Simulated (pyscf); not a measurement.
## Routes from O=SiH–F + H₂

Candidate steps break at most two bonds and form at most two. Each was searched with GFN2-xTB (tblite) first. Single points on ωB97X-D3(BJ)/def2-SVP structures (PySCF, gas phase). Energies: ωB97M-D3(BJ)/def2-TZVP, kJ/mol, from the separated reactants, singlet surface; ΔG‡ with ideal gas, 1 atm, RRHO with modes under 100 cm⁻¹ raised to 100, one conformer, R ln 2 for chiral ones without a mode under 150 cm⁻¹.

```
products                                                            type    ΔE‡      ΔE  ΔG‡ 298 K  ΔG‡ 900 K  ν‡ (cm⁻¹)
----------------------  ------------------------------------------------  -----  ------  ---------  ---------  ---------
HO–SiH₂–F               addition across a multiple bond or ene-type step   68.5  -207.7      108.9      185.2      1378i
HO–SiH: [singlet] + HF                       concerted two-bond exchange  383.8  +125.3      413.2      485.1      1360i
```

Row 2: On the product side the descent ends in a complex, 19.5 kJ/mol under the separated species and 287.0 kJ/mol under the saddle at ωB97X-D3(BJ)/def2-TZVP. 

Plain bond fissions and candidates not yet searched are not listed, and one of them may be faster. Each barrier is that of the saddle found; lower ones may exist. A restricted solution here is unstable towards spin polarisation, so biradical character is likely and single-reference numbers are less safe.
